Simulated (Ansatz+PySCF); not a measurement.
# doublet NO: levels of theory in one basis

```yaml
atoms:
  - { symbol: N, position_ang: [0.0000, 0.0000, -1.8278] }
  - { symbol: O, position_ang: [0.0000, 0.0000, 1.5994] }
```

Basis set: STO-3G (spherical functions). Correlated methods keep 2 orbitals frozen. Correlation on ROHF uses semicanonical orbitals with singles. Charge 0, multiplicity 2.

Computed with Ansatz (development build ahead of 0.2.0); each method stands on the lowest determinant of its kind that the runs found. NEVPT2 correlates all electrons. Active spaces start from the frontier orbitals, and the lowest solution found is given.

```csv
method,E − E(ROHF) (eV),<S²> of the determinant
ROHF,0.00,0.75
UHF,-8.33,2.75
UHF-MP2,-8.33,2.75
UHF-CCSD,-8.33,2.75
UHF-CCSD(T),-8.33,2.75
UHF-CCSDT(Q),-8.33,2.75
full CI (lowest root of this spin),-8.33,–
"CASSCF(11,8)",-8.33,–
"SC-NEVPT2(11,8)",-8.33,–
```

Task: What does ROHF-MP2 give on the same scale?

Result: -0.71 eV.

At such a shape the full CI root can have another spatial symmetry than the determinants, so the rows needn't describe one state.

Task: Is a single determinant a sound starting point here?

Result: It is doubtful. Unrestricted orbitals lower Hartree–Fock by 8.33 eV and <S²> is 2.75 where a pure state has 0.75, a sign of strong static correlation. The CASSCF(11,8) natural occupations are 2.00, 2.00, 2.00, 1.01, 1.00, 1.00, 1.00, 0.99.

Caution for ROHF, ROHF-MP2: an unrestricted determinant lies well below. Caution for UHF, UHF-MP2, UHF-CCSD, UHF-CCSD(T), UHF-CCSDT(Q): the unrestricted determinant is a mixture of spin states. Caution for UHF, UHF-CCSD, UHF-CCSD(T): the determinant may break the point group. Caution for ROHF-MP2, UHF-MP2, UHF-CCSD, UHF-CCSD(T), UHF-CCSDT(Q): bonds are stretched, where a single reference can fail. Caution for UHF-MP2, UHF-CCSDT(Q): a plain start can end on a higher determinant.
